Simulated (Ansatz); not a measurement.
A nudged elastic band was laid between two geometries of AlClH₄ (6 atoms, charge 0, multiplicity 1).

Theory: RKS B3LYP-D4/def2-SVP in Ansatz 0.2.0.

```yaml
movable_images: 5
climbing_image: yes
spring: 5.0 eV/Å²
optimiser: quadratic models (default)
start_path: through a guess of the saddle point
force_threshold: 0.05 eV/Å
iteration_limit: 60
end_points: relaxed
```

First end point:

```xyz
6
Properties=species:S:1:pos:R:3
Al 0.001 0.163 0.014
H -0.004 0.687 1.519
H 1.373 0.123 -0.783
H -1.376 0.047 -0.766
Cl 0.079 -2.397 0.940
H 0.075 -2.003 2.174
```

Last end point:

```xyz
6
Properties=species:S:1:pos:R:3
Al 0.022 -0.610 -0.234
H 0.010 0.252 1.983
H 1.394 0.126 -0.474
H -1.392 0.049 -0.456
Cl 0.082 -2.696 0.171
H 0.033 -0.502 2.107
```

**Question.** Which bonds break or form, and what moves?

**Answer.** Bonds broken: Al1–H2, Cl5–H6. Bonds formed: Al1–Cl5, H2–H6. AlClH4 becomes AlClH2 + H2.

**Question.** What energy profile does the band end with?

**Answer.** The forces met the threshold. The highest image is number 2 of 0 to 6, 0.097 eV above the first end and 1.365 eV above the last; the last end lies 1.268 eV below the first. A vibrational analysis at the climbing image gives one clearly imaginary mode, 432i cm⁻¹: a first-order saddle point. The orbitals stay closed-shell, which can raise the energy where a bond breaks towards radicals; this wasn't checked here.

| image | path coordinate (Å) | energy (eV) | Al1–H2 (Å) | Cl5–H6 (Å) | Al1–Cl5 (Å) |
| --- | --- | --- | --- | --- | --- |
| 0 | 0.00 | 0.000 | 1.59 | 1.29 | 2.72 |
| 1 | 0.55 | 0.043 | 1.60 | 1.30 | 2.71 |
| 2 | 1.11 | 0.097 | 1.65 | 1.40 | 2.56 |
| 3 | 1.49 | -0.228 | 1.77 | 1.71 | 2.37 |
| 4 | 1.88 | -0.922 | 1.99 | 2.08 | 2.21 |
| 5 | 2.27 | -1.214 | 2.21 | 2.48 | 2.14 |
| 6 | 2.65 | -1.268 | 2.38 | 2.93 | 2.13 |

**Question.** What is the geometry of the highest image?

**Answer.** 
```xyz
6
Properties=species:S:1:pos:R:3:forces:R:3
Al 0.008 -0.068 0.033 0.00 -0.01 -0.01
H 0.012 0.141 1.669 0.00 0.00 0.01
H 1.405 0.147 -0.668 0.00 0.00 0.00
H -1.407 0.069 -0.650 0.00 0.00 0.00
Cl 0.080 -2.437 1.002 0.00 0.03 0.01
H 0.051 -1.232 1.712 0.00 -0.02 -0.02
```

**Question.** What are the harmonic wavenumbers there?

**Answer.** 432i, 284, 389, 587, 701, 800, 912, 996, 1597, 1928, 1958, 1972 cm⁻¹.

Run time: 65 s on 1 thread of Arm Neoverse V1, with other jobs on the host, peak memory 0.1 GiB.
